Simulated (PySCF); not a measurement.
## AlH + F₂ → AlF + HF

Level: PBE0 in the def2-TZVP basis family, all electrons, no relativity, computed in PySCF with density fitting; open shells unrestricted.

| species | state and structure | E (Eh) | ZPE (kJ/mol) | H(298 K) − H(0) (kJ/mol) | S° (J/(mol K)) |
| --- | --- | --- | --- | --- | --- |
| AlH | singlet, C∞v, Al–H 1.665 Å | -242.85993 | 9.9 | 8.7 | 187.8 |
| F₂ | singlet, D∞h, F–F 1.376 Å | -199.40856 | 6.6 | 8.7 | 201.9 |
| AlF | singlet, C∞v, Al–F 1.664 Å | -342.17359 | 4.7 | 8.9 | 215.2 |
| HF | singlet, C∞v, H–F 0.920 Å | -100.39188 | 24.9 | 8.7 | 173.6 |

Task: What is the electronic reaction energy?

Result: At PBE0/def2-TZVP, ΔE = -779.7 kJ/mol from the differences of the total energies times 2625.5, downhill. 

Task: Add zero-point, thermal and entropy terms for 298.15 K and 1 bar.

Result: ΔZPE = 13.1 and Δ[H(298) − H(0)] = 0.2 kJ/mol give ΔH° = -766.4 kJ/mol. ΔS° = -0.9 J/(mol K), so ΔG° = -766.4 − 298.15 × (-0.0009) = -766 kJ/mol.

Only the bonding shown was studied: isomers, or loss of a ligand pair, can lie lower.
